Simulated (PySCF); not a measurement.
Species: 2-butanone, C₄H₈O.
Atom-mapped SMILES: `[CH3:1][CH2:2][C:3]([CH3:4])=[O:5]` (hydrogens: H6, H7, H8 on C1; H9, H10 on C2; H11, H12, H13 on C4)

Cartesian coordinates in Å at the PBE0-D3(BJ)/def2-TZVP level; atoms count from 1:
```
atom  x, y, z in Å
C1    -1.9016   -0.0299   -0.2050
C2    -0.4431    0.2354   -0.5081
C3     0.4976   -0.1843    0.5977
C4     1.9689   -0.0556    0.3014
O5     0.0965   -0.6067    1.6536
H6    -2.5348    0.3017   -1.0296
H7    -2.0789   -1.0936   -0.0384
H8    -2.2101    0.4927    0.7013
H9    -0.2644    1.3026   -0.6915
H10   -0.1230   -0.2654   -1.4299
H11    2.1981    0.9137   -0.1484
H12    2.5471   -0.1950    1.2131
H13    2.2568   -0.8213   -0.4251
```

The calculation used PySCF, TDDFT CAM-B3LYP/aug-cc-pVTZ, vertical, gas phase, core orbitals frozen in the response. One conformer (not necessarily the lowest) at the PBE0-D3(BJ)/def2-TZVP geometry, without solvent, vibrations or thermal averaging.

Frontier orbitals with the atoms that hold most of them (Löwdin shares over 4%, at most four atoms; ? is withheld):

```json
{"orbital": "HOMO-3", "ε (eV)": "-11.76", "atoms": "C1 31%, C2 12%, O5 12%, H6 11%"}
{"orbital": "HOMO-2", "ε (eV)": "-11.69", "atoms": "O5 25%, C1 17%, C4 14%, C3 14%"}
{"orbital": "HOMO-1", "ε (eV)": "-11.21", "atoms": "?"}
{"orbital": "HOMO", "ε (eV)": "-8.68", "atoms": "?"}
{"orbital": "LUMO", "ε (eV)": "?", "atoms": "H11 18%, H13 16%, H10 16%, H9 15%"}
{"orbital": "LUMO+1", "ε (eV)": "0.50", "atoms": "H6 20%, H13 20%, H8 10%, H12 9%"}
{"orbital": "LUMO+2", "ε (eV)": "0.52", "atoms": "H11 16%, C4 12%, C3 10%, H7 10%"}
```

Give the leading atoms of the HOMO-1.

C2 (bonded to 2 C and 2 H) 22%; O5 (bonded to C) 22%; C1 (bonded to C and 3 H) 18%; C3 (bonded to 2 C and O) 10%. By element: carbon 50% or more, oxygen 22%.

Give the leading atoms of the HOMO.

O5 (bonded to C) 56%; C3 (bonded to 2 C and O) 17%; C2 (bonded to 2 C and 2 H) 9%; C4 (bonded to C and 3 H) 9%. By element: oxygen 56%, carbon 35% or more.

What is the LUMO energy, and the HOMO–LUMO gap?

ε(LUMO) = 0.13 eV; the gap is 8.80 eV (0.3236 hartree).

How does S1 compare with the orbital gap of 8.80 eV?

S1 is at 4.55 eV (f = 0.0000), 4.25 eV below the gap, made of HOMO→LUMO+4 (53%), HOMO→LUMO+2 (24%), HOMO→LUMO+1 (13%). 

Next come S2 at 6.35 eV (f 0.017), HOMO→LUMO (82%); S3 at 7.20 eV (f 0.0054), HOMO→LUMO+1 (43%), HOMO→LUMO+2 (34%); S4 at 7.23 eV (f 0.0003), HOMO→LUMO+4 (33%), HOMO→LUMO+2 (29%), HOMO→LUMO+1 (26%); S5 at 7.31 eV (f 0.011), HOMO→LUMO+3 (71%).

Time: 50 s wall, 1.9 min CPU; peak memory 2.1 GiB. Hardware: an Intel Xeon Platinum 8259CL at 2.50 GHz with 2 threads, on a shared host.
